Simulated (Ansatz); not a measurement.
A calculation on grey tin (α-Sn) returned lattice constant a 6.655 Å, bulk modulus 35.5 GPa.

For reference: lattice constant a 6.477 Å (measured, static lattice: zero-point anharmonic expansion removed; as tabulated in Mejia-Rodriguez and Trickey (2018), arXiv:1807.09216); bulk modulus 42.8 GPa (measured, 0 K value with the zero-point phonon effect removed; as tabulated in Mejia-Rodriguez and Trickey (2018), arXiv:1807.09216).

Question: Which level of theory produced these numbers?
(A) PBE+SOC (Ansatz, a first-principles code)
(B) HSE06 (Ansatz)
(C) LDA (Ansatz)
(D) PBEsol+SOC (Ansatz)

Answer: A, PBE+SOC (Ansatz)

The others give: PBEsol+SOC 6.540 Å, 41.5 GPa; LDA 6.472 Å, 44.3 GPa; HSE06 6.556 Å, 43.7 GPa.

Unless a cell is named, each level is at its own relaxed cell (HSE06 35.22, LDA 33.89, PBE+SOC 36.85, PBEsol+SOC 34.96 Å³/atom).

Ansatz's density-functional and Hartree–Fock values are scalar-relativistic unless marked +SOC, with PAW data made under PBE.
